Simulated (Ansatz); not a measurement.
For zinc-blende BAs, revPBE (PAW; Ansatz, a quantum-chemistry and plane-wave program) gives:

| Item | Result |
|---|---|
| equilibrium lattice constant a | 4.833 Å |
| bulk modulus | 126 GPa |
| cohesive energy | 4.26 eV/atom |

### Question
What does PBE0 (PAW; Ansatz) give for the same quantities?

### Answer

- lattice constant a: 4.770 Å (decreases by 1.3 %)
- bulk modulus: 147 GPa (goes up by 17 %)
- cohesive energy: 4.60 eV/atom (goes up by 0.34 eV/atom)

For comparison: lattice constant a 4.777 Å (measured, room temperature, not corrected to a static lattice; as tabulated in Lucero et al. (2012), arXiv:1111.4515); bulk modulus 142 GPa (measured, temperature not stated, no zero-point or thermal correction; as tabulated in PMC11618452 (zinc blende boron arsenide), quoting Tian et al.).

Changes are worked out from the printed values.

Unless a cell is named, each level is at its own relaxed cell (revPBE 14.11, PBE0 13.57 Å³/atom).

Ansatz's density-functional and Hartree–Fock values are scalar-relativistic unless marked +SOC, with PAW data made under PBE.
